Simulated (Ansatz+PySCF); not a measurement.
Two shapes of doublet CH₄NO.

Shape 1:

```xyz
7

H    -2.0892    0.3050   -0.2230
C    -1.1843   -0.2674   -0.0707
N    -0.0385    0.4647    0.1838
O     1.1229   -0.2251   -0.1594
H     1.6395   -0.1811    0.6533
H    -1.2217   -1.2711    0.3289
H    -0.0142    1.3448   -0.3241
```

Shape 2:

```xyz
7

H    -2.0963    0.3093   -0.2208
C    -1.1914   -0.2632   -0.0685
N    -0.0457    0.4690    0.1859
O     1.1408   -0.2357   -0.1647
H     1.6573   -0.1917    0.6481
H    -1.2288   -1.2668    0.3310
H    -0.0214    1.3491   -0.3220
```

Basis set: cc-pVTZ (spherical functions). Correlated methods keep 3 orbitals frozen. Correlation on ROHF uses semicanonical orbitals with singles. Charge 0, multiplicity 2.

Computed with Ansatz (development build ahead of 0.2.0) and PySCF 2.14.0; each method stands on the lowest determinant of its kind that the runs found.

Task: Which shape is lower in energy, and by how much in each method?

Result:

| method | E(2) − E(1) (eV) |
| --- | --- |
| ROHF | 0.017 |
| UHF | 0.015 |
| ROHF-MP2 | -0.020 |
| UHF-MP2 | -0.020 |

The methods disagree on the order.
